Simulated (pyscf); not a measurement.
Structures and frequencies: ωB97X-D3(BJ)/def2-SVP in PySCF.

**Question.** H₂N–SiH₂–Si(NH₂)(SiH₃)–SiH₃ + H₂ -> H₂N–Si(SiH₃)(SiH₃)–SiH₃ + NH₃
Surface: singlet. Broken: N–Si, H–H. Formed: H–Si, H–N. Give ΔE‡ and ΔE from ωB97X-D3(BJ)/def2-TZVP, relative to the separated reactants.

**Answer.** ΔE‡ = 48.8 kcal/mol, ΔE = +5.2 kcal/mol. ωB97M-D3(BJ)/def2-TZVP gives 47.5 kcal/mol and +4.3 kcal/mol. Zero-point energy shifts the barrier by +2.3 kcal/mol. It is a four-centre exchange, with an imaginary mode of 1474i cm⁻¹. On the product side the descent ends in a complex (not fully relaxed), 7.1 kcal/mol under the separated species and 50.7 kcal/mol under the saddle at ωB97X-D3(BJ)/def2-TZVP. At the saddle there is also a short H–Si contact that neither side keeps. H₂N–Si(SiH₃)(SiH₃)–SiH₃ lies 12.7 kcal/mol over its isomer H₃Si–NH–SiH(SiH₃)–SiH₃ (electronic energy, ωB97M-D3(BJ)/def2-TZVP). One saddle was located; it need not be the lowest between these sides.
